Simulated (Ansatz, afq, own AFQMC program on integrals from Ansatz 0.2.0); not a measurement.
N$_{2}$H, doublet → N2H⁻, triplet

```yaml
atoms:
  - { symbol: N, position_ang: [0.0000, -0.1292, 0.5306] }
  - { symbol: N, position_ang: [0.0000, 0.0784, -0.6154] }
  - { symbol: H, position_ang: [0.0000, 0.7060, 1.1777] }
```

Connectivity, by distances: NH–N.

E(triplet, charge -1) − E(doublet, charge +0) at this geometry, on UHF and UHF determinants.

Basis aug-cc-pVDZ. Only valence electrons are correlated. Ansatz 0.2.0 and our own AFQMC program on the same integrals; the CISD trial comes from CCSD amplitudes, and released means the phaseless constraint is let go. Uncertainties: one standard error, sampling alone. The errors of all members are added in quadrature.

No full CI on the walks' own integrals is used here; CCSDT(Q) serves as the reference and is uncertain by about the last step of the cluster series. Each member takes its own surest rung, up to full CI.

Errors are counted within aug-cc-pVDZ, not against nature.

Cautions: N₂H (doublet): unrestricted determinant slightly spin contaminated (⟨S²⟩ 0.85 against 0.75), its ph-AFQMC/CISD value lies 16 ± 5 meV above CCSDT(Q); N₂H⁻ (triplet): another spin lies lower, at this level and basis the anion state lies above a neutral one, unrestricted determinant slightly spin contaminated (⟨S²⟩ 2.09 against 2.00), its ph-AFQMC/CISD value lies 29 ± 6 meV above CCSDT(Q); at this level and basis the anion state lies above a neutral one.

```
level  vertical energy of electron attachment (kJ/mol)
  MP2                                             74.5
 CCSD                                             76.6
```

(1) From these cheaper values, estimate the vertical energy of electron attachment at the reference level in aug-cc-pVDZ.

(1) 74.7 kJ/mol (CCSDT(Q) in aug-cc-pVDZ).

```csv
level,vertical energy of electron attachment (kJ/mol),error against CCSDT(Q) (kJ/mol)
HF,90.4,15.7
CCSD(T),74.9,0.2
CCSDT,75.0,0.2
ph-AFQMC/CISD,76.0 ± 0.7,1.2 ± 0.7
released AFQMC,74.2 ± 0.7,-0.5 ± 0.7
```

Correlation beyond CCSD(T) takes off 0.2 kJ/mol. The perturbative (T) step is worth −1.7 kJ/mol.

A walk keeps the symmetry of its determinant, which the program's search chose and which needn't be the lowest solution, so a lower state of the same spin and another symmetry isn't excluded. Released energies are given only where the last usable release times agree within the noise; a slower fall can still hide under it.
